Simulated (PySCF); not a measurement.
# Argon: a sound run and one with changed settings

Sound run: Ar [Ar], Ar⁺ [Ne] 3s2 3p5. Computed with PySCF 2.14 in x2c-TZVPall (5s5p2d1f, 37 functions), with the spin-free X2C one-electron Hamiltonian (Gaussian nucleus). In the sound run the correlated levels freeze [Ne]. The sound run starts from symmetry-adapted Hartree-Fock orbitals and uses a fine grid where one is needed.

Changed run: basis STO-3G, all-electron and non-relativistic. This setting is unsound on purpose.

```csv
species,method,sound run (hartree),changed run (hartree),converged
Ar,UHF,-528.61400,-521.22288,yes
Ar,PBE,-529.15410,-521.62842,yes
Ar,B3LYP,-529.37327,-521.84571,yes
Ar,MP2,-528.81721,-521.22288,yes
Ar⁺,UHF,-528.07903,-520.72694,yes
Ar⁺,PBE,-528.57831,-521.09287,yes
Ar⁺,B3LYP,-528.79414,-521.30825,yes
Ar⁺,MP2,-528.24147,-520.72694,yes
```

Ionisation energy of Ar:

| method | sound run (eV) | changed run (eV) |
| --- | --- | --- |
| UHF | 14.557 | 13.495 |
| PBE | 15.668 | 14.573 |
| B3LYP | 15.759 | 14.625 |
| MP2 | 15.667 | 13.495 |
| SCS-MP2 | 15.563 | 13.495 |

A minimal basis cannot let orbitals breathe on ionisation and holds almost no correlation. The Hamiltonian changed with the basis, so the totals do not compare.

For comparison, NIST gives 15.760 eV between the lowest levels.
